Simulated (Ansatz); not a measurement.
**C2H3ClO (singlet): from Hartree-Fock to the top rungs, 6-31G**

Aim: climb from Hartree-Fock through coupled cluster and multireference methods for C2H3ClO (singlet) at one geometry and basis, and see what each rung misses.

Program: Ansatz 0.2.0, Gaussian basis. Level of theory: 6-31G, core rule «outside noble gas», up to 8 orbitals frozen. These are calculated values, not measurements.

To be run: UHF; CCSD(T) on RHF; BCCD(T) on RHF; CISD; CCSDT(Q) on RHF; CASSCF and MRCISD+Q, 8 electrons in 8 orbitals; CASSCF and NEVPT4(SD), 8 electrons in 8 orbitals; CASSCF and NEVPT2, 8 electrons in 8 orbitals.

15 further runs of the same task are left out: 1 that didn't finish, 14 set aside as unsound or not needed.

## 1. What is computed

The geometry is an MP2(full)/6-31G* stationary point (not a proven minimum).

7 atoms, charge 0, spin multiplicity 1.

Atoms are counted from 1 here; the program's logs count them from 0.

Bond lengths: C1–C2 1.498 Å, C1–Cl3 1.800 Å, C1–O4 1.200 Å, C2–H5 1.090 Å, C2–H6 1.092 Å, C2–H7 1.092 Å. Angles: C2–C1–Cl3 111.9°, C2–C1–O4 127.4°, Cl3–C1–O4 120.6°, C1–C2–H5 108.8°, C1–C2–H6 109.6°, C1–C2–H7 109.6°, H5–C2–H6 110.5°, H5–C2–H7 110.5°, H6–C2–H7 107.9°.

## 2. UHF

Contents of in.yaml:

```yaml
crystal:
  periodic: [false, false, false]
  atoms:
    - {symbol: C, position_ang: [0.078136, 0.574889, 0.000000]}
    - {symbol: C, position_ang: [1.564211, 0.767388, 0.000000]}
    - {symbol: Cl, position_ang: [-0.374150, -1.166988, 0.000000]}
    - {symbol: O, position_ang: [-0.767403, 1.425951, 0.000000]}
    - {symbol: H, position_ang: [1.779163, 1.835804, 0.000000]}
    - {symbol: H, position_ang: [1.995983, 0.291078, 0.882679]}
    - {symbol: H, position_ang: [1.995983, 0.291078, -0.882679]}
basis:
  gaussian: {orbitals: 6-31G}
magnetization: {spin_polarized: true, initial_magnetization: 0}
hamiltonian: {xc: hf}
output: {orbitals: {seedname: orbitals}}
```

On the command line:

```sh
$ ansatz run in.yaml --threads 1 --pin off --events-out ev --progress --plain --max-ram 4096MiB --backend cpu
```

Further steps of the session: CCSD(T) on RHF; BCCD(T) on RHF; CISD; CCSDT(Q) on RHF; CASSCF and MRCISD+Q, 8 electrons in 8 orbitals; CASSCF and NEVPT4(SD), 8 electrons in 8 orbitals; CASSCF and NEVPT2, 8 electrons in 8 orbitals.

Before running them: what should the planned runs give, taken together? Wanted: RCCSDT(Q) below the RHF energy; RMP2 from RCCSDT(Q); RCCSD from RCCSDT(Q); RCCSD(T) from RCCSDT(Q); NEVPT2 frontier from RCCSDT(Q); NEVPT4(SD) frontier from RCCSDT(Q); MRCISD+Q frontier from RCCSDT(Q); T1 diagnostic.

As calculated:

| quantity | value |
| --- | --- |
| RCCSDT(Q) below the RHF energy | -10.5633 eV |
| RMP2 from RCCSDT(Q) | +20.66 kcal/mol |
| RCCSD from RCCSDT(Q) | +8.58 kcal/mol |
| RCCSD(T) from RCCSDT(Q) | +1.19 kcal/mol |
| NEVPT2 frontier from RCCSDT(Q) | +28.63 kcal/mol |
| NEVPT4(SD) frontier from RCCSDT(Q) | +5.23 kcal/mol |
| MRCISD+Q frontier from RCCSDT(Q) | +3.00 kcal/mol |
| levels within 1 kcal/mol (43 meV) | RCCSDT |
| T1 diagnostic | 0.015 |

RCCSD(T) misses by +1.19 kcal/mol, 0.5 % of the correlation energy. Of the multireference levels listed MRCISD+Q frontier comes nearest in total energy (+3.00 kcal/mol), which doesn't show that its space is the better one. These misses are within one basis, not against nature.
